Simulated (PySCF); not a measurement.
Gas-phase reaction: 2 B + 6 Cl + BH₃ → 3 BHCl₂

Computed with PySCF and rigid-rotor harmonic-oscillator thermochemistry at 1 bar. † marks an energy on the PBE0/def2-TZVP geometry and frequencies; other levels use their own. MP2 freezes the core. 6-31G* has spherical d functions here. Open shells (unrestricted): B (multiplicity 2), Cl (multiplicity 2); the rest are closed-shell singlets. Spin-orbit splitting is ignored; it lowers the true energy and changes the entropy of B, Cl. MP2 isn't extrapolated to the basis-set limit.

```
level            ΔH°(298 K), kJ
---------------  --------------
HF/6-31G*                 -2063
MP2/def2-SVP†             -2742
MP2/def2-TZVPP†             [?]
PBE/def2-SVP                [?]
PBE/def2-TZVP†            -2846
PBE0/def2-SVP†              [?]
```

Question: Complete the blanks.

Answer: 
- MP2/def2-TZVPP†, ΔH°(298 K), kJ: -2812
- PBE/def2-SVP, ΔH°(298 K), kJ: -2906
- PBE0/def2-SVP†, ΔH°(298 K), kJ: -2835
